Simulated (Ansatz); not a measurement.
Candidate structures of GaN, relaxed level by level: GaN (I4mm, No. 107, 2 atoms in the cell; start mp-2646978; a measured phase of this formula has another space group); GaN (model structure, started from the BeO type, P4₂/mnm, No. 136, 8 atoms in the cell); GaN (model structure, started from the GeS type, Fm-3m, No. 225, 8 atoms in the cell; like a known high-pressure phase); GaN (model structure, started from the HgO type, P6₄22, No. 181, 6 atoms in the cell); GaN (model structure, started from the MgO type, Pm-3n, No. 223, 12 atoms in the cell); GaN (model structure, started from the WC type, P-6m2, No. 187, 2 atoms in the cell); wurtzite GaN. Levels: PBEsol (Ansatz, a first-principles code, PAW), r²SCAN in Ansatz (plane waves, PAW).

Rank the structures in energy at 0 K, level by level.

Lowest: PBEsol, wurtzite GaN; r²SCAN, wurtzite GaN. Energies above the lowest of these candidates, meV/atom:

```tsv
structure	PBEsol	r²SCAN
wurtzite GaN	0	0
GaN (model structure, started from the BeO type, P4₂/mnm, No. 136, 8 atoms in the cell)	57	56
GaN (model structure, started from the MgO type, Pm-3n, No. 223, 12 atoms in the cell)	164	172
GaN (model structure, started from the HgO type, P6₄22, No. 181, 6 atoms in the cell)	351	396
GaN (I4mm, No. 107, 2 atoms in the cell; start mp-2646978; a measured phase of this formula has another space group)	395	434
GaN (model structure, started from the GeS type, Fm-3m, No. 225, 8 atoms in the cell; like a known high-pressure phase)	428	475
GaN (model structure, started from the WC type, P-6m2, No. 187, 2 atoms in the cell)	919	1021
```

All these levels agree on the lowest structure.

Started from a measured cell: wurtzite GaN.

Static-lattice energies; unlike cells have unlike k meshes, which leaves some meV/atom of uncertainty, and other structures than these can lie lower.

Note: the relaxation could not lower the start's symmetry, so the cell can be a saddle point above a distorted one.

A model structure was made by putting elements into a prototype or built by hand; it is no filed structure, need not be a known phase, and can be a saddle point held by its symmetry.

A start named mp-… is a Materials Project structure, which need not be a measured phase.
